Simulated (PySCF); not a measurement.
Below is a simulated gas-phase Si 2p photoelectron spectrum of `CO[SiH2-]`.

Every computed line was given a Gaussian of 0.4 eV full width at half maximum and an area set by the number of equivalent atoms (split 2:1 within a doublet); the highest printed point is 100. Level of theory: PySCF 2.14.0, delta-SCF UKS SCAN, pcX-2 on the ionised atom, pcseg-1 elsewhere, spin-free X2C.

(binding energy (eV), intensity): (99.5, 1), (99.6, 6), (99.7, 20), (99.8, 48), (99.9, 83), (100.0, 100), (100.1, 86), (100.2, 53), (100.3, 29), (100.4, 26), (100.5, 38), (100.6, 49), (100.7, 46), (100.8, 31), (100.9, 15), (101.0, 5), (101.1, 1), (101.2, 0)

Q: Count the maxima, the lines and the sites behind this envelope.

A: The curve has 2 maxima (at 100.0 and 100.6 eV). Under it lie 2 lines from 1 inequivalent silicon site, drawn as a 2p3/2, 2p1/2 pair.

Q: Decompose the envelope and assign each component. Numbering: `[CH3:1][O:2][SiH2-:3]`.

A: 
```json
{"position (eV)": "100.00", "relative area": "0.67", "line": "Si 2p3/2", "atoms": "Si3", "environment": "silicon bonded to O and 2 H"}
{"position (eV)": "100.64", "relative area": "0.33", "line": "Si 2p1/2", "atoms": "Si3", "environment": "silicon bonded to O and 2 H"}
```

Q: What are the centre and the root-mean-square width of the whole band?

A: The area-weighted mean of the lines is 100.21 eV. Their own spread about it is 0.30 eV (rms) and each Gaussian has σ = 0.4/2.355 = 0.17 eV; the variances add, which gives 0.34 eV.

The curve has no shake-up lines and no vibrational structure. 2p3/2 and 2p1/2 are the ΔSCF energy of one spin-free 2p hole plus the eigenvalues of a spin–orbit and ligand-field matrix of the shell. 2p1/2 minus 2p3/2 (ligand field included): Si 0.63 eV. The species carries charge -1, so core ionisation leaves a neutral species. The basis sets have no added diffuse functions. Geometry: PBE0-D3(BJ)/def2-SVP, one conformer, isolated ion. The geometry's basis has no diffuse functions, a weakness for an anion.

On Arm Neoverse V1, one thread, no GPU (shared host), this took 13 s.
